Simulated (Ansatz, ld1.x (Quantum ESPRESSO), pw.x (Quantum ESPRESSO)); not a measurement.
**Al (Z = 13): one change to the TM potential, in the atom and in the bcc crystal**

Al, norm-conserving Troullier–Martins (Kleinman–Bylander form), made with ld1.x (Quantum ESPRESSO) 7.5 (PBEsol, scalar-relativistic). Core [Ne], reference 3s2 3p1. Waves: 3s (bound): rc 2.20 bohr; 3p (bound): rc 2.20 bohr; 3d channel at 0.5 Ry: rc 2.30 bohr. Local part: all-electron potential smoothed inside 1.95 bohr (lloc = -1). Core correction: none.

Change: local potential all-electron potential smoothed inside 1.50 bohr (lloc = -1).

Cutoffs, loose and tight: the cutoffs (Ry, on a coarse ladder) from which the occupation-weighted sum of valence levels, in a spherical-Bessel basis at the reference potential, stays within 10 and 1 mRy of its value at 400 Ry. They do not see the model core or the augmentation charge, which bear on the density cutoff. Test errors are all-electron minus pseudo excitation energies from the reference, over the configurations 3s2 3p0; 3s1 3p0; 3s2 3p0.5; 3s1 3p1; 3s2 3p1.3; 3s0 3p3; 3s1 3p2; variants that change the core or the reference have their own tests.

Crystal test: bcc Al in pw.x 7.5, no spin, 14³ k-points, Fermi–Dirac smearing 0.01 Ry, cutoffs set for each file from its atomic test. The reference is all-electron LAPW (Ansatz 0.2.0) with the same functional, mesh and smearing; V0 and B0 come from Birch–Murnaghan fits to the pressures at five volumes. Errors are pseudo minus all-electron; Δ is the rms difference of the E(V) curves that follow from these fits, minima aligned, over ±6 % about the mean V0. Mesh and smearing are coarse, so the numbers serve the comparison and aren't converged zero-temperature values; the lattice is a test structure that the element need not adopt.

All-electron: a0 = 3.215 Å (V0 = 16.61 Å³/atom), B0 = 72.6 GPa.

**Question.** Does the change bring the crystal closer to the all-electron result?

**Answer.** The mean pressure error goes from -0.24 to -0.43 GPa, so the change moves the solid further from the all-electron pressures.

```json
{"quantity": "outcome (atom)", "base": "generated", "changed": "generated"}
{"quantity": "cutoff, loose (atom)", "base": "10 Ry", "changed": "10 Ry"}
{"quantity": "cutoff, tight (atom)", "base": "25 Ry", "changed": "25 Ry"}
{"quantity": "bound ghosts (atom)", "base": "none", "changed": "none"}
{"quantity": "largest test error (meV) (atom)", "base": "+21", "changed": "+29"}
{"quantity": "cutoffs in pw.x (Ry)", "base": "35/140", "changed": "35/140"}
{"quantity": "a0 (Å)", "base": "3.211", "changed": "3.209"}
{"quantity": "a0 error (%)", "base": "-0.11", "changed": "-0.19"}
{"quantity": "B0 error (%)", "base": "-1.1", "changed": "-0.8"}
{"quantity": "Δ (meV/atom)", "base": "0.9", "changed": "1.5"}
{"quantity": "mean pressure error (GPa)", "base": "-0.24", "changed": "-0.43"}
```

 The atomic cutoffs weigh occupied waves only.
